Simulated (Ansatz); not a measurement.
**What a trial cell of Sc2AlCd relaxes into**

All numbers below come from DFT PBEsol, scalar-relativistic, plane waves, PAW (Ansatz). Cutoff 420 eV, Γ-centred k mesh, Gaussian smearing, no spin polarisation in the final step.

Sc2AlCd was placed on the MAX phase (211) structure type (P6_3/mmc, No. 194), with Cd in place of C, Sc in place of Cr, at a guessed volume.

```
Sc Al Cd
1.0
     3.45990    0.00000    0.00000
    -1.72995    2.99636    0.00000
     0.00000    0.00000   15.48485
Sc Al Cd
4 2 2
Direct
  0.33333 0.66667 0.41400
  0.66667 0.33333 0.91400
  0.66667 0.33333 0.58600
  0.33333 0.66667 0.08600
  0.33333 0.66667 0.75000
  0.66667 0.33333 0.25000
  0.00000 0.00000 0.50000
  0.00000 0.00000 0.00000
```

Cell and atoms relax at zero pressure; the relaxation can't lower the symmetry of the start. After a coarse first stage the cell is made exact in the group found at 0.06 Å.

Formation energies are uncorrected and refer to the elements' standard structures at the same level.

Question: What does it relax into?

Answer: It keeps P6_3/mmc (No. 194), but not the shape of the type it started on. Conventional cell: a = 3.226 Å, c = 18.946 Å. Sc has 3 Al at 2.96 Å, 3 Cd at 3.07 Å and 6 Sc at 3.23 Å; Al is coordinated by 6 Sc at 2.96 Å and 6 Al at 3.23 Å; Cd has 6 Sc at 3.07 Å and 6 Cd at 3.23 Å.

```xyz
8
Lattice="3.2259 0.0000 0.0000 -1.6130 2.7937 0.0000 0.0000 0.0000 18.9464" Properties=species:S:1:pos:R:3 pbc="T T T"
Sc    0.0000    1.8625    7.0345
Sc    1.6130    0.9312   16.5078
Sc    1.6130    0.9312   11.9119
Sc    0.0000    1.8625    2.4387
Al    0.0000    1.8625   14.2098
Al    1.6130    0.9312    4.7366
Cd    0.0000    0.0000    9.4732
Cd    0.0000    0.0000    0.0000
```

Question: What are its volume, energy, density and gap?

Answer: The volume per atom is 21.34 Å³ and the density is 4.46 g/cm³. The energy over the elements is -0.16 eV/atom and the gap on the 12×12×2 mesh is 0 eV (a metal).

The final run used a 12×12×2 mesh on its 8-atom cell and 0.10 eV smearing. For metals, differences of a few meV/atom aren't resolved. A structure relaxed within its symmetry needn't be a true minimum. The steps took roughly 50 core-seconds in all.

Cost: 3 runs of about 0.76 core-minutes in all, on AMD EPYC 9R45 (Zen 5) (shared hosts).